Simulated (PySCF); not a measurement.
## Isomerisation enthalpies of C4H9Cl

**What was measured.**

From CRC Handbook of Chemistry and Physics, for the gas at 298.15 K: enthalpy of formation of `CC(C)(C)Cl` -182.2 kJ/mol; enthalpy of formation of `CC(C)CCl` -159.3 kJ/mol; enthalpy of formation of `CCCCCl` -154.4 kJ/mol.

The results are set against them at the end.

Differences of these values give the isomerisation enthalpies. Geometries: PBE0-D3(BJ)/def2-TZVP; runs in PySCF, gas phase, with a dispersion term only where the level names one. Total electronic energies (Eh):

| SMILES | PBE0-D3(BJ)/def2-TZVP | B97-2/pcSseg-2 | KT3/pcSseg-2 | PBE0/pcSseg-2 |
| --- | --- | --- | --- | --- |
| CC(C)(C)Cl | -617.79039 | -618.11897 | -623.80448 | -617.79180 |
| CC(C)CCl | -617.78455 | -618.11421 | -623.79938 | -617.78643 |
| CCCCCl | -617.78258 | -618.11400 | -623.79886 | -617.78535 |

Geometry of `CC(C)(C)Cl` (Å):
```
atom  x, y, z in Å
C1    -0.876   -1.039    0.332
C2     0.203   -0.044    0.713
C3    -0.144    1.356    0.247
C4     1.564   -0.478    0.206
Cl5    0.288   -0.006    2.532
H6    -0.971   -1.071   -0.757
H7    -1.839   -0.749    0.755
H8    -0.628   -2.040    0.687
H9    -1.105    1.675    0.653
H10   -0.207    1.370   -0.845
H11    0.618    2.071    0.559
H12    1.550   -0.516   -0.887
H13    1.821   -1.469    0.582
H14    2.339    0.223    0.517
```

Geometry of `CC(C)CCl` (Å):
```
atom  x, y, z in Å
C1     1.2293   -0.6460   -0.4075
C2     0.0458   -0.1044    0.3764
C3     0.0612    1.4189    0.4165
C4    -1.2793   -0.5604   -0.2032
Cl5   -1.5019   -2.3309   -0.1183
H6     2.1707   -0.3140    0.0355
H7     1.2022   -0.2878   -1.4416
H8     1.2275   -1.7367   -0.4279
H9     0.1019   -0.4812    1.4040
H10    0.9867    1.7815    0.8686
H11    0.0007    1.8368   -0.5930
H12   -0.7747    1.8171    0.9971
H13   -1.3610   -0.2874   -1.2570
H14   -2.1170   -0.1229    0.3393
```

Geometry of `CCCCCl` (Å):
```
atom  x, y, z in Å
C1    -1.9449    0.1333   -0.3053
C2    -0.4742   -0.0248   -0.6499
C3     0.4194    0.0247    0.5810
C4     1.8765   -0.1388    0.2207
Cl5    2.9289   -0.0597    1.6612
H6    -2.2805   -0.6654    0.3615
H7    -2.5699    0.1051   -1.2002
H8    -2.1296    1.0846    0.2007
H9    -0.3191   -0.9742   -1.1748
H10   -0.1734    0.7631   -1.3498
H11    0.1316   -0.7634    1.2839
H12    0.2826    0.9761    1.1044
H13    2.2133    0.6493   -0.4531
H14    2.0674   -1.1039   -0.2495
```

Zero-point and thermal terms are left out, so the computed numbers are electronic energies.

## Comparison

Relative to `CC(C)(C)Cl`, the lowest by measurement, in kJ/mol (measured: enthalpies at 298.15 K; computed: electronic energies):

```
    SMILES  measured  PBE0-D3(BJ)/def2-TZVP  B97-2/pcSseg-2  KT3/pcSseg-2  PBE0/pcSseg-2
CC(C)(C)Cl       0.0                    0.0             0.0           0.0            0.0
  CC(C)CCl      22.9                   15.3            12.5          13.4           14.1
    CCCCCl      27.8                   20.5            13.1          14.8           16.9
```

Measured values: -182.2 kJ/mol (298.15 K; CRC Handbook of Chemistry and Physics) for the first row; the others come from the same table. Mean unsigned miss over the other isomers: PBE0-D3(BJ)/def2-TZVP 7.4, PBE0/pcSseg-2 9.9, KT3/pcSseg-2 11.2, B97-2/pcSseg-2 12.6 kJ/mol. One conformer stands for `CC(C)CCl` and `CCCCCl`, not necessarily the lowest, while the measurement averages over conformers. Where a level misses, the cause wasn't examined.
